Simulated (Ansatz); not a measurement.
# CH₃Si+ (singlet): the correlation ladder, cc-pVTZ

Aim: climb from Hartree-Fock through coupled cluster and multireference methods for CH₃Si+ (singlet) at one geometry and basis, and see what each rung misses.

Program: Ansatz 0.2.0, Gaussian basis. Level of theory: cc-pVTZ, correlated electrons: outside noble gas. These are calculated values, not measurements.

Plan: UHF; CCSD(T) on RHF; BCCD(T) on RHF; CCSDT(Q) on RHF; CASSCF and NEVPT2, 10 electrons in 11 orbitals.

### Step 1. What is computed

The geometry is a PBE0/def2-TZVP stationary point (not a proven minimum) of the parent state, kept for this charge and spin.

5 atoms, charge 1, spin multiplicity 1.

Atoms are counted from 1 here; the program's logs count them from 0.

Bond lengths: Si1–C2 1.889 Å, C2–H3 1.094 Å, C2–H4 1.094 Å, C2–H5 1.104 Å. Angles: Si1–C2–H3 114.9°, Si1–C2–H4 114.9°, Si1–C2–H5 103.3°, H3–C2–H4 109.8°, H3–C2–H5 106.5°, H4–C2–H5 106.5°.

In the tables R marks a restricted determinant and U an unrestricted one; 'valence' is the active space of 10 electrons in 11 orbitals; correlation energies count from the lowest restricted Hartree-Fock solution.

### Step 2. UHF

File in.yaml:

```yaml
crystal:
  periodic: [false, false, false]
  atoms:
    - {symbol: Si, position_ang: [-0.001312, 0.000000, 0.686035]}
    - {symbol: C, position_ang: [-0.011727, 0.000000, -1.202731]}
    - {symbol: H, position_ang: [-0.442590, -0.894419, -1.661140]}
    - {symbol: H, position_ang: [-0.442590, 0.894419, -1.661140]}
    - {symbol: H, position_ang: [1.061461, 0.000000, -1.461718]}
basis:
  gaussian: {orbitals: cc-pVTZ}
total_charge: 1
magnetization: {spin_polarized: true, initial_magnetization: 0}
hamiltonian: {xc: hf}
output: {orbitals: {seedname: orbitals}}
```

Started as:

```sh
ansatz run in.yaml --threads 1 --pin off --events-out ev --progress --plain --max-ram 4096MiB --backend cpu
```

The runs that follow: CCSD(T) on RHF; BCCD(T) on RHF; CCSDT(Q) on RHF; CASSCF and NEVPT2, 10 electrons in 11 orbitals.

Q: Predict the results of all the runs planned. Wanted: correlation energy, RCCSDT(Q); RMP2 from RCCSDT(Q); RCCSD from RCCSDT(Q); RCCSD(T) from RCCSDT(Q); NEVPT2 valence from RCCSDT(Q); T1 diagnostic; effectively unpaired electrons.

**Answer**, as computed:

| quantity | value |
| --- | --- |
| correlation energy, RCCSDT(Q) | -7.8729 eV |
| RMP2 from RCCSDT(Q) | +110.0 kJ/mol |
| RCCSD from RCCSDT(Q) | +30.1 kJ/mol |
| RCCSD(T) from RCCSDT(Q) | +3.2 kJ/mol |
| NEVPT2 valence from RCCSDT(Q) | +111.8 kJ/mol |
| levels within 1 kcal/mol (43 meV) | RCCSD(T), BCCD(T), RCCSDT |
| T1 diagnostic | 0.013 |
| effectively unpaired electrons | 0.09 |

What this shows: RCCSD(T) misses by +3.2 kJ/mol, 0.4 % of the correlation energy. One determinant dominates. Of the multireference levels listed NEVPT2 valence comes nearest (+111.8 kJ/mol). These misses are within one basis and frozen core, not against nature; frozen cores of the runs differ by up to some meV.
